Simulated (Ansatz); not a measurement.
System: C$_{2}$H$_{6}$N, charge -1, singlet. C2H6N- (SMILES C[N-]C).
B3LYP-D3(BJ)/def2-TZVP minimum from Ansatz (a quantum-chemistry and plane-wave program):
```
N
C 1 1.4066
H 2 1.1025 1 111.57
C 1 1.4066 2 108.93 3 180.00
H 4 1.1025 1 111.57 2 -180.00
H 4 1.1375 5 105.67 1 -126.00
H 4 1.1375 5 105.67 6 -108.01
H 2 1.1375 3 105.67 1 126.00
H 2 1.1375 3 105.67 8 108.01
```
Charge -1, spin multiplicity 1.

Total energies in aug-cc-pVDZ, 20 correlated electrons, 3 frozen orbitals. UHF or UKS for unpaired electrons; spin-orbit terms are left out. Cores are frozen in correlated methods. No relativity.

| method | program | energy (Eh) | minus CCSDT(Q) (mEh) |
|---|---|---|---|
| HF | Ansatz | -133.59860 | 569.37 |
| MP2 | Ansatz | -134.11129 | 56.68 |
| CCSD | Ansatz | -134.14533 | 22.64 |
| CCSD(T) | Ansatz | -134.16594 | 2.03 |
| CCSDT(Q) | Ansatz | -134.16797 | 0.00 |

Rough core times of Ansatz's runs on a shared machine: CCSD(T) 40 s, CCSDT(Q) 60 min.
